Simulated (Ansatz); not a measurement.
## Where the states of Cu lie

```xyz
1
Lattice="0.0000 1.8149 1.8149 1.8149 0.0000 1.8149 1.8149 1.8149 0.0000" Properties=species:S:1:pos:R:3 pbc="T T T"
Cu    0.0000    0.0000    0.0000
```

The cell was built from the fcc type and relaxed in the same program, and has space group Fm-3m; it needn't be a known or the stable phase.

All numbers below come from DFT, PBE, all-electron LAPW, scalar-relativistic in Ansatz 0.2.0.

Sampling and basis: a Γ-centred 20×20×20 k mesh, Fermi–Dirac smearing of 0.03 eV, basis error target 0.5 meV/atom, no spin polarisation.

States per eV and cell, averaged over 0.4 eV, from -9.4 to 6.8 eV, with energies (bin centres) from the Fermi level; empty bins are left out. The partial columns, the largest 2 alone, are projections on Löwdin-orthogonalised atomic shells (those that the program's projection atoms carry: the occupied ones and, for some elements, an empty d or f shell; other empty shells have no column), summed over atoms of an element. Weights on diffuse s and p shells depend on that basis and aren't pure angular character.

| E (eV) | total | Cu 3d | Cu 4s |
| --- | --- | --- | --- |
| -9.3 | 0.01 | 0.00 | 0.01 |
| -8.9 | 0.05 | 0.00 | 0.04 |
| -8.5 | 0.07 | 0.00 | 0.07 |
| -8.1 | 0.09 | 0.00 | 0.08 |
| -7.7 | 0.11 | 0.00 | 0.10 |
| -7.3 | 0.12 | 0.01 | 0.12 |
| -6.9 | 0.14 | 0.01 | 0.13 |
| -6.5 | 0.17 | 0.02 | 0.15 |
| -6.1 | 0.20 | 0.04 | 0.16 |
| -5.7 | 0.26 | 0.07 | 0.18 |
| -5.3 | 0.37 | 0.16 | 0.21 |
| -4.9 | 0.79 | 0.53 | 0.25 |
| -4.5 | 1.25 | 1.03 | 0.21 |
| -4.1 | 2.15 | 2.04 | 0.10 |
| -3.7 | 2.07 | 2.02 | 0.02 |
| -3.3 | 2.87 | 2.76 | 0.07 |
| -2.9 | 4.01 | 3.86 | 0.09 |
| -2.5 | 2.93 | 2.82 | 0.06 |
| -2.1 | 3.52 | 3.45 | 0.05 |
| -1.7 | 4.39 | 4.33 | 0.05 |
| -1.3 | 0.92 | 0.82 | 0.08 |
| -0.9 | 0.38 | 0.23 | 0.11 |
| -0.5 | 0.35 | 0.17 | 0.13 |
| -0.1 | 0.32 | 0.12 | 0.13 |
| 0.3 | 0.30 | 0.09 | 0.13 |
| 0.7 | 0.28 | 0.07 | 0.12 |
| 1.1 | 0.27 | 0.05 | 0.12 |
| 1.5 | 0.27 | 0.04 | 0.11 |
| 1.9 | 0.25 | 0.03 | 0.09 |
| 2.3 | 0.23 | 0.02 | 0.07 |
| 2.7 | 0.21 | 0.02 | 0.06 |
| 3.1 | 0.18 | 0.01 | 0.05 |
| 3.5 | 0.15 | 0.01 | 0.03 |
| 3.9 | 0.23 | 0.02 | 0.09 |
| 4.3 | 0.29 | 0.02 | 0.14 |
| 4.7 | 0.26 | 0.02 | 0.13 |
| 5.1 | 0.28 | 0.01 | 0.12 |
| 5.5 | 0.28 | 0.01 | 0.09 |
| 5.9 | 0.27 | 0.01 | 0.07 |
| 6.3 | 0.26 | 0.01 | 0.05 |
| 6.7 | 0.23 | 0.01 | 0.04 |

**Question.** Where is the centre of the filled Cu 3d states between -14 eV and the top of the filled states?

**Answer.** -2.78 eV from the Fermi level.
